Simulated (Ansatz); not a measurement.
# C2H7NO: one species, many methods

One table from this session's results is given with a row withheld; the runs are named, their logs left out.

Method: functionals in def2-TZVPP, the program's frozen cores in correlated methods; program: Ansatz 0.2.0, Gaussian basis.

The runs, in order: PBE-D4, r2SCAN-D4, PBE0-D4, B3LYP-D4, ωB97X-V, ωB97M-V, B2PLYP; CCSD(T)/def2-TZVPP; CCSD(T)/def2-QZVPP; extrapolation to the limit.

## Structure used throughout

All runs share one geometry, relaxed beforehand with PBE0-D4 in a triple-zeta def2 set.

SMILES `COCN`, 11 atoms, charge 0, spin multiplicity 1.

Atoms are counted from 1 here; the program's logs count them from 0.

Bond lengths: C1–O2 1.400 Å, C1–H5 1.100 Å, C1–H6 1.090 Å, C1–H7 1.098 Å, O2–C3 1.415 Å, C3–N4 1.428 Å, C3–H8 1.091 Å, C3–H9 1.099 Å, N4–H10 1.011 Å, N4–H11 1.010 Å. Angles: O2–C1–H5 111.4°, O2–C1–H6 107.6°, O2–C1–H7 112.4°, H5–C1–H6 108.7°, H5–C1–H7 108.4°, H6–C1–H7 108.2°, C1–O2–C3 113.6°, O2–C3–N4 116.9°, O2–C3–H8 104.6°, O2–C3–H9 109.3°, N4–C3–H8 108.9°, N4–C3–H9 108.1°, H8–C3–H9 108.7°, C3–N4–H10 111.6°, C3–N4–H11 112.9°, H10–N4–H11 109.0°.

Geometry (Å):

```xyz
11
C2H7NO
C     0.74123    1.12223   -0.53317
O    -0.45201    0.92157    0.17102
C    -0.94247   -0.40314    0.08896
N    -0.20269   -1.40989    0.78021
H     0.64031    0.82624   -1.58778
H     0.97384    2.18644   -0.48964
H     1.58379    0.56903   -0.09679
H    -1.94781   -0.35048    0.50991
H    -1.01744   -0.69794   -0.96695
H    -0.07900   -1.17746    1.75680
H     0.70225   -1.58661    0.36744
```

Set-up of the first run:

The input, in.yaml:

```yaml
crystal:
  periodic: [false, false, false]
  atoms:
    - {symbol: C, position_ang: [0.741227, 1.122225, -0.533172]}
    - {symbol: O, position_ang: [-0.452013, 0.921572, 0.171022]}
    - {symbol: C, position_ang: [-0.942467, -0.403135, 0.088957]}
    - {symbol: N, position_ang: [-0.202688, -1.409888, 0.780206]}
    - {symbol: H, position_ang: [0.640309, 0.826242, -1.587783]}
    - {symbol: H, position_ang: [0.973841, 2.186437, -0.489639]}
    - {symbol: H, position_ang: [1.583789, 0.569028, -0.096791]}
    - {symbol: H, position_ang: [-1.947808, -0.350485, 0.509911]}
    - {symbol: H, position_ang: [-1.017444, -0.697937, -0.966953]}
    - {symbol: H, position_ang: [-0.078997, -1.177462, 1.756805]}
    - {symbol: H, position_ang: [0.702251, -1.586607, 0.367437]}
basis:
  gaussian: {orbitals: def2-TZVPP}
hamiltonian: {xc: pbe, dispersion: d4}
output: {forces: true, orbitals: {seedname: orbitals}}
```

Launch:

```
$ ansatz run in.yaml --threads 2 --pin off --events-out ev --progress --plain --max-ram 32768MiB --backend cpu
```

Among the steps run: PBE-D4 (GGA); r2SCAN-D4 (meta-GGA); PBE0-D4 (hybrid); B3LYP-D4 (hybrid); ωB97X-V (range-separated); ωB97M-V (range-separated); B2PLYP (double hybrid); CCSD(T) in def2-TZVPP; CCSD(T) in def2-QZVPP.

One table of the session follows, with a row left open; its other results are not shown here.

It belongs to the step «Atomisation energies». 

| method | atomisation energy (kJ/mol) |
| --- | --- |
| PBE-D4 | 4163.1 |
| r2SCAN-D4 | 4059.1 |
| PBE0-D4 | 4073.9 |
| B3LYP-D4 | 4077.1 |
| ωB97X-V | 4076.5 |
| ωB97M-V | 4080.6 |
| B2PLYP | 4028.6 |
| HF/def2-TZVPP | 2857.7 |
| MP2/def2-TZVPP | 4005.5 |
| CCSD/def2-TZVPP | ? |
| CCSD(T)/def2-TZVPP | 3957.6 |
| MP2/CBS | 4114.0 |
| CCSD(T)/CBS | 4060.2 |

**Question.** Estimate the row for CCSD/def2-TZVPP.

The run gave: atomisation energy (kJ/mol): 3899.5. In the column «atomisation energy (kJ/mol)» it lies between HF/def2-TZVPP (2857.7) and CCSD(T)/def2-TZVPP (3957.6).
